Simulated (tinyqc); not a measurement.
UHF in the sto-3g basis, for OH+, spin multiplicity 3, step by step (part 1 of 2). Computed by tinyqc, a small Python program that keeps every step (integrals from PySCF). Settings: charge = 1, multiplicity = 3, basis = sto-3g, energy threshold = 1e-09, iteration cap = 78, orthogonalisation = symmetric, start = core, DIIS depth = 3, shift = 0.2, method = UHF. Command: `OMP_NUM_THREADS=1 python tinyqc.py 21037 21038 out.jsonl` (the two numbers bound the seeds that draw the settings). One thread of a shared host (Intel(R) Xeon(R) Processor @ 2.60GHz), about 0.2 s of CPU time with the checks. Later iterations appear only in the table of the cycle.

## One-electron integrals

Geometry (angstrom):
```
atom         x         y         z
O     0.000000  0.000000  0.000000
H     0.000000  0.000000  1.428000
```

Basis sto-3g: exponents (1/bohr^2) and contraction coefficients of normalised primitives:
```
element  l (shell)    exponent  coefficient
O            s (1)  130.709320     0.154329
O            s (1)   23.808861     0.535328
O            s (1)    6.443608     0.444635
O            s (2)    5.033151    -0.099967
O            s (2)    1.169596     0.399513
O            s (2)    0.380389     0.700115
O            p (3)    5.033151     0.155916
O            p (3)    1.169596     0.607684
O            p (3)    0.380389     0.391957
H            s (1)    3.425251     0.154329
H            s (1)    0.623914     0.535328
H            s (1)    0.168855     0.444635
```

Overlap, kinetic and nuclear-attraction integrals over the contracted functions; the nuclear repulsion is the sum of Za Zb / Rab.

nuclear repulsion = 2.96457821 hartree

overlap S, order 1O 1s, 1O 2s, 1O 2px, 1O 2py, 1O 2pz, 2H 1s:
```
[[1.000000, 0.236704, 0.000000, 0.000000, 0.000000, 0.018028],
 [0.236704, 1.000000, 0.000000, 0.000000, 0.000000, 0.225862],
 [0.000000, 0.000000, 1.000000, 0.000000, 0.000000, 0.000000],
 [0.000000, 0.000000, 0.000000, 1.000000, 0.000000, 0.000000],
 [0.000000, 0.000000, 0.000000, 0.000000, 1.000000, 0.220410],
 [0.018028, 0.225862, 0.000000, 0.000000, 0.220410, 1.000000]]
```

kinetic energy T (hartree), order 1O 1s, 1O 2s, 1O 2px, 1O 2py, 1O 2pz, 2H 1s:
```
[[29.003200, -0.168011, 0.000000, 0.000000, 0.000000, -0.005655],
 [-0.168011, 0.808128, 0.000000, 0.000000, 0.000000, 0.000527],
 [0.000000, 0.000000, 2.528731, 0.000000, 0.000000, 0.000000],
 [0.000000, 0.000000, 0.000000, 2.528731, 0.000000, 0.000000],
 [0.000000, 0.000000, 0.000000, 0.000000, 2.528731, 0.052069],
 [-0.005655, 0.000527, 0.000000, 0.000000, 0.052069, 0.760032]]
```

nuclear attraction V (hartree), order 1O 1s, 1O 2s, 1O 2px, 1O 2py, 1O 2pz, 2H 1s:
```
[[-60.989027, -7.270795, 0.000000, 0.000000, -0.006975, -0.566162],
 [-7.270795, -9.422332, 0.000000, 0.000000, -0.087701, -1.493880],
 [0.000000, 0.000000, -9.334917, 0.000000, 0.000000, 0.000000],
 [0.000000, 0.000000, 0.000000, -9.334917, 0.000000, 0.000000],
 [-0.006975, -0.087701, 0.000000, 0.000000, -9.379498, -1.259971],
 [-0.566162, -1.493880, 0.000000, 0.000000, -1.259971, -4.174892]]
```

core Hamiltonian H = T + V (hartree), order 1O 1s, 1O 2s, 1O 2px, 1O 2py, 1O 2pz, 2H 1s:
```
[[-31.985827, -7.438806, 0.000000, 0.000000, -0.006975, -0.571817],
 [-7.438806, -8.614204, 0.000000, 0.000000, -0.087701, -1.493353],
 [0.000000, 0.000000, -6.806186, 0.000000, 0.000000, 0.000000],
 [0.000000, 0.000000, 0.000000, -6.806186, 0.000000, 0.000000],
 [-0.006975, -0.087701, 0.000000, 0.000000, -6.850767, -1.207902],
 [-0.571817, -1.493353, 0.000000, 0.000000, -1.207902, -3.414860]]
```

## Two-electron integrals

Functions are numbered as in S; the eight-fold symmetry (ij|kl) = (ji|kl) = (kl|ij) leaves the list below.

Two-electron integrals (ij|kl) in chemists' order, unique and non-zero (hartree):
```
(11|11) 4.785065   (21|11) 0.741380   (21|21) 0.136873   (22|11) 1.118947
(22|21) 0.256633   (22|22) 0.817206   (31|31) 0.024477   (32|31) 0.037809
(32|32) 0.180518   (33|11) 1.115814   (33|21) 0.256684   (33|22) 0.817023
(33|33) 0.880159   (41|41) 0.024477   (42|41) 0.037809   (42|42) 0.180518
(43|43) 0.047444   (44|11) 1.115814   (44|21) 0.256684   (44|22) 0.817023
(44|33) 0.785270   (44|44) 0.880159   (51|51) 0.024477   (52|51) 0.037809
(52|52) 0.180518   (53|53) 0.047444   (54|54) 0.047444   (55|11) 1.115814
(55|21) 0.256684   (55|22) 0.817023   (55|33) 0.785270   (55|44) 0.785270
(55|55) 0.880159   (61|11) 0.057061   (61|21) 0.010458   (61|22) 0.019527
(61|33) 0.019494   (61|44) 0.019494   (61|51) 0.000444   (61|52) 0.000845
(61|55) 0.019595   (61|61) 0.000808   (62|11) 0.168203   (62|21) 0.039192
(62|22) 0.142161   (62|33) 0.139630   (62|44) 0.139630   (62|51) 0.002879
(62|52) 0.024103   (62|55) 0.147078   (62|61) 0.003055   (62|62) 0.033436
(63|31) 0.003720   (63|32) 0.023014   (63|53) 0.004734   (63|63) 0.004301
(64|41) 0.003720   (64|42) 0.023014   (64|54) 0.004734   (64|64) 0.004301
(65|11) 0.134715   (65|21) 0.031752   (65|22) 0.123155   (65|33) 0.117954
(65|44) 0.117954   (65|51) 0.005685   (65|52) 0.042013   (65|55) 0.133414
(65|61) 0.002556   (65|62) 0.035331   (65|65) 0.041270   (66|11) 0.368453
(66|21) 0.087164   (66|22) 0.364460   (66|33) 0.352646   (66|44) 0.352646
(66|51) 0.006675   (66|52) 0.079833   (66|55) 0.387777   (66|61) 0.006809
(66|62) 0.119102   (66|65) 0.144601   (66|66) 0.774606
```

## Orthogonalisation

S = U s U^T; symmetric (Loewdin) form X = U s^(-1/2) U^T, so that X^T S X = 1.

eigenvalues of S: [0.640015, 0.849730, 1.000000, 1.000000, 1.133584, 1.376671]

X, order 1O 1s, 1O 2s, 1O 2px, 1O 2py, 1O 2pz, 2H 1s:
```
[[1.022275, -0.125340, 0.000000, 0.000000, -0.002509, 0.012602],
 [-0.125340, 1.043693, 0.000000, 0.000000, 0.020701, -0.123337],
 [0.000000, 0.000000, 1.000000, 0.000000, 0.000000, 0.000000],
 [0.000000, 0.000000, 0.000000, 1.000000, 0.000000, 0.000000],
 [-0.002509, 0.020701, 0.000000, 0.000000, 1.019676, -0.117730],
 [0.012602, -0.123337, 0.000000, 0.000000, -0.117730, 1.040683]]
```

## Starting guess

The start is the orbitals of the core Hamiltonian; D(s) = C_occ C_occ^T for each spin.

D(alpha) at the start, order 1O 1s, 1O 2s, 1O 2px, 1O 2py, 1O 2pz, 2H 1s:
```
[[1.060461, -0.256846, 0.000000, 0.000000, -0.006215, 0.019282],
 [-0.256846, 1.090759, 0.000000, 0.000000, 0.033474, -0.080001],
 [0.000000, 0.000000, 1.000000, 0.000000, 0.000000, 0.000000],
 [0.000000, 0.000000, 0.000000, 1.000000, 0.000000, 0.000000],
 [-0.006215, 0.033474, 0.000000, 0.000000, 1.034642, -0.099280],
 [0.019282, -0.080001, 0.000000, 0.000000, -0.099280, 0.014938]]
```

D(beta) at the start, order 1O 1s, 1O 2s, 1O 2px, 1O 2py, 1O 2pz, 2H 1s:
```
[[1.060461, -0.256846, 0.000000, 0.000000, -0.006215, 0.019282],
 [-0.256846, 1.090759, 0.000000, 0.000000, 0.033474, -0.080001],
 [0.000000, 0.000000, 0.000000, 0.000000, 0.000000, 0.000000],
 [0.000000, 0.000000, 0.000000, 0.000000, 0.000000, 0.000000],
 [-0.006215, 0.033474, 0.000000, 0.000000, 1.034642, -0.099280],
 [0.019282, -0.080001, 0.000000, 0.000000, -0.099280, 0.014938]]
```

## Iteration 1: building the Fock matrix

J_ij = sum D_kl (ij|kl) with D = D(alpha) + D(beta), K_ij = sum D_kl (ik|jl) for each spin; F = H + J - K(s); E = tr D H + tr D J / 2 - 0.5 sum_s tr D(s) K(s) + E_nn.

Coulomb J (hartree), order 1O 1s, 1O 2s, 1O 2px, 1O 2py, 1O 2pz, 2H 1s:
```
[[16.276724, 3.014419, 0.000000, 0.000000, 0.001509, 0.230787],
 [3.014419, 7.134982, 0.000000, 0.000000, 0.001284, 1.192433],
 [0.000000, 0.000000, 7.096083, 0.000000, 0.000000, 0.000000],
 [0.000000, 0.000000, 0.000000, 7.096083, 0.000000, 0.000000],
 [0.001509, 0.001284, 0.000000, 0.000000, 7.190081, 1.016051],
 [0.230787, 1.192433, 0.000000, 0.000000, 1.016051, 2.933352]]
```

exchange K(alpha) (hartree), order 1O 1s, 1O 2s, 1O 2px, 1O 2py, 1O 2pz, 2H 1s:
```
[[4.917563, 0.856737, 0.000000, 0.000000, 0.000297, 0.070099],
 [0.856737, 1.426981, 0.000000, 0.000000, 0.002204, 0.205548],
 [0.000000, 0.000000, 1.175714, 0.000000, 0.000000, 0.000000],
 [0.000000, 0.000000, 0.000000, 1.175714, 0.000000, 0.000000],
 [0.000297, 0.002204, 0.000000, 0.000000, 1.176599, 0.130012],
 [0.070099, 0.205548, 0.000000, 0.000000, 0.130012, 0.053459]]
```

exchange K(beta) (hartree), order 1O 1s, 1O 2s, 1O 2px, 1O 2py, 1O 2pz, 2H 1s:
```
[[4.868608, 0.781120, 0.000000, 0.000000, 0.000297, 0.062660],
 [0.781120, 1.065944, 0.000000, 0.000000, 0.002204, 0.159520],
 [0.000000, 0.000000, 0.248111, 0.000000, 0.000000, 0.000000],
 [0.000000, 0.000000, 0.000000, 0.248111, 0.000000, 0.000000],
 [0.000297, 0.002204, 0.000000, 0.000000, 1.081710, 0.120543],
 [0.062660, 0.159520, 0.000000, 0.000000, 0.120543, 0.044857]]
```

F(alpha) (hartree), order 1O 1s, 1O 2s, 1O 2px, 1O 2py, 1O 2pz, 2H 1s:
```
[[-20.626667, -5.281124, 0.000000, 0.000000, -0.005763, -0.411130],
 [-5.281124, -2.906204, 0.000000, 0.000000, -0.088621, -0.506467],
 [0.000000, 0.000000, -0.885817, 0.000000, 0.000000, 0.000000],
 [0.000000, 0.000000, 0.000000, -0.885817, 0.000000, 0.000000],
 [-0.005763, -0.088621, 0.000000, 0.000000, -0.837285, -0.321862],
 [-0.411130, -0.506467, 0.000000, 0.000000, -0.321862, -0.534966]]
```

F(beta) (hartree), order 1O 1s, 1O 2s, 1O 2px, 1O 2py, 1O 2pz, 2H 1s:
```
[[-20.577712, -5.205507, 0.000000, 0.000000, -0.005763, -0.403690],
 [-5.205507, -2.545167, 0.000000, 0.000000, -0.088621, -0.460440],
 [0.000000, 0.000000, 0.041786, 0.000000, 0.000000, 0.000000],
 [0.000000, 0.000000, 0.000000, 0.041786, 0.000000, 0.000000],
 [-0.005763, -0.088621, 0.000000, 0.000000, -0.742396, -0.312394],
 [-0.403690, -0.460440, 0.000000, 0.000000, -0.312394, -0.526364]]
```

total energy of this density = -73.74390672 hartree

## Iteration 1: diagonalisation and new density

A level shift of 0.2 hartree raises the virtual space: F + shift (S - S D(s) S), with D(s) the density of one spin. Diagonalise F' = X^T F X, C = X C', fill 5 alpha and 3 beta electrons from the bottom; D(s) = C_occ C_occ^T. Each column has its largest component positive (the first on a tie).

F' = X^T F X (alpha) (hartree):
```
[[-20.257208, -2.655508, 0.000000, 0.000000, -0.007060, -0.013054],
 [-2.655508, -2.000580, 0.000000, 0.000000, -0.062014, -0.187191],
 [0.000000, 0.000000, -0.885817, 0.000000, 0.000000, 0.000000],
 [0.000000, 0.000000, 0.000000, -0.885817, 0.000000, 0.000000],
 [-0.007060, -0.062014, 0.000000, 0.000000, -0.802925, -0.184242],
 [-0.013054, -0.187191, 0.000000, 0.000000, -0.184242, -0.227033]]
```

orbital energies (alpha) (hartree): [-20.635709, -1.654294, -0.885817, -0.885817, -0.842137, -0.155606]

coefficients C (alpha), order 1O 1s, 1O 2s, 1O 2px, 1O 2py, 1O 2pz, 2H 1s:
```
[[0.994383, -0.263181, 0.000000, 0.000000, 0.035043, 0.040389],
 [0.022954, 1.020176, 0.000000, 0.000000, -0.150083, -0.238401],
 [0.000000, 0.000000, 0.981608, -0.190908, 0.000000, 0.000000],
 [0.000000, 0.000000, 0.190908, 0.981608, 0.000000, 0.000000],
 [0.001036, 0.106158, 0.000000, 0.000000, 0.946629, -0.382958],
 [-0.003009, 0.011407, 0.000000, 0.000000, 0.161352, 1.042151]]
```

F' = X^T F X (beta) (hartree):
```
[[-20.219706, -2.626789, 0.000000, 0.000000, -0.006834, -0.014553],
 [-2.626789, -1.637815, 0.000000, 0.000000, -0.059339, -0.182863],
 [0.000000, 0.000000, 0.241786, 0.000000, 0.000000, 0.000000],
 [0.000000, 0.000000, 0.000000, 0.241786, 0.000000, 0.000000],
 [-0.006834, -0.059339, 0.000000, 0.000000, -0.706493, -0.185758],
 [-0.014553, -0.182863, 0.000000, 0.000000, -0.185758, -0.225077]]
```

orbital energies (beta) (hartree): [-20.583987, -1.316506, -0.747384, -0.141214, 0.241786, 0.241786]

coefficients C (beta), order 1O 1s, 1O 2s, 1O 2px, 1O 2py, 1O 2pz, 2H 1s:
```
[[0.995391, -0.255550, 0.051383, 0.046606, 0.000000, 0.000000],
 [0.018977, 1.001386, -0.218639, -0.264024, 0.000000, 0.000000],
 [0.000000, 0.000000, 0.000000, 0.000000, -0.175814, 0.984423],
 [0.000000, 0.000000, 0.000000, 0.000000, 0.984423, 0.175814],
 [0.000912, 0.149775, 0.926204, -0.416829, 0.000000, 0.000000],
 [-0.002521, 0.054362, 0.192535, 1.035482, 0.000000, 0.000000]]
```

D(alpha) after iteration 1, order 1O 1s, 1O 2s, 1O 2px, 1O 2py, 1O 2pz, 2H 1s:
```
[[1.059290, -0.250926, 0.000000, 0.000000, 0.006265, -0.000340],
 [-0.250926, 1.063811, 0.000000, 0.000000, -0.033749, -0.012649],
 [0.000000, 0.000000, 1.000000, 0.000000, 0.000000, 0.000000],
 [0.000000, 0.000000, 0.000000, 1.000000, 0.000000, 0.000000],
 [0.006265, -0.033749, 0.000000, 0.000000, 0.907377, 0.153948],
 [-0.000340, -0.012649, 0.000000, 0.000000, 0.153948, 0.026174]]
```

D(beta) after iteration 1, order 1O 1s, 1O 2s, 1O 2px, 1O 2py, 1O 2pz, 2H 1s:
```
[[1.058749, -0.248249, 0.000000, 0.000000, 0.010224, -0.006508],
 [-0.248249, 1.050937, 0.000000, 0.000000, -0.052504, 0.012294],
 [0.000000, 0.000000, 0.000000, 0.000000, 0.000000, 0.000000],
 [0.000000, 0.000000, 0.000000, 0.000000, 0.000000, 0.000000],
 [0.010224, -0.052504, 0.000000, 0.000000, 0.880288, 0.186467],
 [-0.006508, 0.012294, 0.000000, 0.000000, 0.186467, 0.040031]]
```

Within a degenerate level the vectors are fixed only up to a rotation; this is one choice.

## Iteration 2: building the Fock matrix

As before.

Coulomb J (hartree), order 1O 1s, 1O 2s, 1O 2px, 1O 2py, 1O 2pz, 2H 1s:
```
[[16.102633, 2.975791, 0.000000, 0.000000, -0.001411, 0.227775],
 [2.975791, 7.044167, 0.000000, 0.000000, 0.003967, 1.187766],
 [0.000000, 0.000000, 7.007392, 0.000000, 0.000000, 0.000000],
 [0.000000, 0.000000, 0.000000, 7.007392, 0.000000, 0.000000],
 [-0.001411, 0.003967, 0.000000, 0.000000, 7.094978, 1.019034],
 [0.227775, 1.187766, 0.000000, 0.000000, 1.019034, 2.998629]]
```

exchange K(alpha) (hartree), order 1O 1s, 1O 2s, 1O 2px, 1O 2py, 1O 2pz, 2H 1s:
```
[[4.913338, 0.853003, 0.000000, 0.000000, 0.000705, 0.069915],
 [0.853003, 1.415059, 0.000000, 0.000000, -0.003660, 0.242743],
 [0.000000, 0.000000, 1.170631, 0.000000, 0.000000, 0.000000],
 [0.000000, 0.000000, 0.000000, 1.170631, 0.000000, 0.000000],
 [0.000705, -0.003660, 0.000000, 0.000000, 1.133608, 0.217856],
 [0.069915, 0.242743, 0.000000, 0.000000, 0.217856, 0.140368]]
```

exchange K(beta) (hartree), order 1O 1s, 1O 2s, 1O 2px, 1O 2py, 1O 2pz, 2H 1s:
```
[[4.863196, 0.776544, 0.000000, 0.000000, 0.000534, 0.062517],
 [0.776544, 1.048550, 0.000000, 0.000000, -0.011106, 0.206030],
 [0.000000, 0.000000, 0.241077, 0.000000, 0.000000, 0.000000],
 [0.000000, 0.000000, 0.000000, 0.241077, 0.000000, 0.000000],
 [0.000534, -0.011106, 0.000000, 0.000000, 1.024016, 0.219797],
 [0.062517, 0.206030, 0.000000, 0.000000, 0.219797, 0.154924]]
```

F(alpha) (hartree), order 1O 1s, 1O 2s, 1O 2px, 1O 2py, 1O 2pz, 2H 1s:
```
[[-20.796532, -5.316018, 0.000000, 0.000000, -0.009091, -0.413957],
 [-5.316018, -2.985096, 0.000000, 0.000000, -0.080074, -0.548330],
 [0.000000, 0.000000, -0.969425, 0.000000, 0.000000, 0.000000],
 [0.000000, 0.000000, 0.000000, -0.969425, 0.000000, 0.000000],
 [-0.009091, -0.080074, 0.000000, 0.000000, -0.889397, -0.406723],
 [-0.413957, -0.548330, 0.000000, 0.000000, -0.406723, -0.556599]]
```

F(beta) (hartree), order 1O 1s, 1O 2s, 1O 2px, 1O 2py, 1O 2pz, 2H 1s:
```
[[-20.746390, -5.239559, 0.000000, 0.000000, -0.008920, -0.406559],
 [-5.239559, -2.618588, 0.000000, 0.000000, -0.072629, -0.511617],
 [0.000000, 0.000000, -0.039871, 0.000000, 0.000000, 0.000000],
 [0.000000, 0.000000, 0.000000, -0.039871, 0.000000, 0.000000],
 [-0.008920, -0.072629, 0.000000, 0.000000, -0.779805, -0.408665],
 [-0.406559, -0.511617, 0.000000, 0.000000, -0.408665, -0.571155]]
```

total energy of this density = -73.93660337 hartree

## Iteration 2: DIIS over 2 matrices

error matrix X^T (FDS - SDF) X (alpha):
```
[[0.000000, 0.000010, 0.000000, 0.000000, -0.000099, -0.005426],
 [-0.000010, 0.000000, 0.000000, 0.000000, 0.000970, 0.041942],
 [0.000000, 0.000000, 0.000000, 0.000000, 0.000000, 0.000000],
 [0.000000, 0.000000, 0.000000, 0.000000, 0.000000, 0.000000],
 [0.000099, -0.000970, 0.000000, 0.000000, 0.000000, 0.110341],
 [0.005426, -0.041942, 0.000000, 0.000000, -0.110341, 0.000000]]
```

B (overlaps of the stored error matrices):
```
[[1.8152723e-01, 1.0780392e-01],
 [1.0780392e-01, 7.0135051e-02]]
```

Minimise |sum c_i e_i|^2 with sum c_i = 1: solve [B -1; -1 0][c; lambda] = [0; -1] with B_ij = tr e_i^T e_j summed over both spins, and take F = sum c_i F_i.

DIIS coefficients: [-1.044778, 2.044778]

extrapolated F(alpha) (hartree), order 1O 1s, 1O 2s, 1O 2px, 1O 2py, 1O 2pz, 2H 1s:
```
[[-20.974004, -5.352474, 0.000000, 0.000000, -0.012568, -0.416910],
 [-5.352474, -3.067522, 0.000000, 0.000000, -0.071145, -0.592067],
 [0.000000, 0.000000, -1.056776, 0.000000, 0.000000, 0.000000],
 [0.000000, 0.000000, 0.000000, -1.056776, 0.000000, 0.000000],
 [-0.012568, -0.071145, 0.000000, 0.000000, -0.943843, -0.495384],
 [-0.416910, -0.592067, 0.000000, 0.000000, -0.495384, -0.579200]]
```

extrapolated F(beta) (hartree), order 1O 1s, 1O 2s, 1O 2px, 1O 2py, 1O 2pz, 2H 1s:
```
[[-20.922622, -5.275135, 0.000000, 0.000000, -0.012218, -0.409555],
 [-5.275135, -2.695296, 0.000000, 0.000000, -0.055921, -0.565085],
 [0.000000, 0.000000, -0.125184, 0.000000, 0.000000, 0.000000],
 [0.000000, 0.000000, 0.000000, -0.125184, 0.000000, 0.000000],
 [-0.012218, -0.055921, 0.000000, 0.000000, -0.818889, -0.509246],
 [-0.409555, -0.565085, 0.000000, 0.000000, -0.509246, -0.617952]]
```

## Iteration 2: diagonalisation and new density

As before.

F' = X^T F X (alpha) (hartree):
```
[[-20.604233, -2.669392, 0.000000, 0.000000, -0.019855, -0.002517],
 [-2.669392, -2.138370, 0.000000, 0.000000, -0.010260, -0.275442],
 [0.000000, 0.000000, -1.056776, 0.000000, 0.000000, 0.000000],
 [0.000000, 0.000000, 0.000000, -1.056776, 0.000000, 0.000000],
 [-0.019855, -0.010260, 0.000000, 0.000000, -0.857833, -0.403885],
 [-0.002517, -0.275442, 0.000000, 0.000000, -0.403885, -0.229489]]
```

orbital energies (alpha) (hartree): [-20.982478, -1.813958, -1.056776, -1.056776, -1.034931, 0.001442]

coefficients C (alpha), order 1O 1s, 1O 2s, 1O 2px, 1O 2py, 1O 2pz, 2H 1s:
```
[[0.994602, -0.259851, 0.000000, 0.000000, 0.043525, 0.047653],
 [0.022090, 1.005876, 0.000000, 0.000000, -0.197663, -0.263252],
 [0.000000, 0.000000, 0.977496, -0.210955, 0.000000, 0.000000],
 [0.000000, 0.000000, 0.210955, 0.977496, 0.000000, 0.000000],
 [0.001294, 0.087684, 0.000000, 0.000000, 0.870548, -0.537113],
 [-0.002869, 0.066752, 0.000000, 0.000000, 0.328599, 0.999906]]
```

F' = X^T F X (beta) (hartree):
```
[[-20.564382, -2.641283, 0.000000, 0.000000, -0.022075, -0.001390],
 [-2.641283, -1.757650, 0.000000, 0.000000, 0.016367, -0.294666],
 [0.000000, 0.000000, 0.074816, 0.000000, 0.000000, 0.000000],
 [0.000000, 0.000000, 0.000000, 0.074816, 0.000000, 0.000000],
 [-0.022075, 0.016367, 0.000000, 0.000000, -0.720626, -0.436727],
 [-0.001390, -0.294666, 0.000000, 0.000000, -0.436727, -0.272253]]
```

orbital energies (beta) (hartree): [-20.928396, -1.476896, -0.951432, 0.041812, 0.074816, 0.074816]

coefficients C (beta), order 1O 1s, 1O 2s, 1O 2px, 1O 2py, 1O 2pz, 2H 1s:
```
[[0.995614, -0.248099, 0.068876, 0.058121, 0.000000, 0.000000],
 [0.018086, 0.966938, -0.304768, -0.304085, 0.000000, 0.000000],
 [0.000000, 0.000000, 0.000000, 0.000000, -0.677409, 0.735607],
 [0.000000, 0.000000, 0.000000, 0.000000, 0.735607, 0.677409],
 [0.001136, 0.127021, 0.818915, -0.606034, 0.000000, 0.000000],
 [-0.002355, 0.157378, 0.391513, 0.966539, 0.000000, 0.000000]]
```

D(alpha) after iteration 2, order 1O 1s, 1O 2s, 1O 2px, 1O 2py, 1O 2pz, 2H 1s:
```
[[1.058651, -0.248010, 0.000000, 0.000000, 0.016392, -0.005897],
 [-0.248010, 1.051345, 0.000000, 0.000000, -0.083847, 0.002129],
 [0.000000, 0.000000, 1.000000, 0.000000, 0.000000, 0.000000],
 [0.000000, 0.000000, 0.000000, 1.000000, 0.000000, 0.000000],
 [0.016392, -0.083847, 0.000000, 0.000000, 0.765544, 0.291910],
 [-0.005897, 0.002129, 0.000000, 0.000000, 0.291910, 0.112441]]
```

D(beta) after iteration 2, order 1O 1s, 1O 2s, 1O 2px, 1O 2py, 1O 2pz, 2H 1s:
```
[[1.057544, -0.242881, 0.000000, 0.000000, 0.026021, -0.014424],
 [-0.242881, 1.028179, 0.000000, 0.000000, -0.126737, 0.032812],
 [0.000000, 0.000000, 0.000000, 0.000000, 0.000000, 0.000000],
 [0.000000, 0.000000, 0.000000, 0.000000, 0.000000, 0.000000],
 [0.026021, -0.126737, 0.000000, 0.000000, 0.686757, 0.340603],
 [-0.014424, 0.032812, 0.000000, 0.000000, 0.340603, 0.178056]]
```

Within a degenerate level the vectors are fixed only up to a rotation; this is one choice.
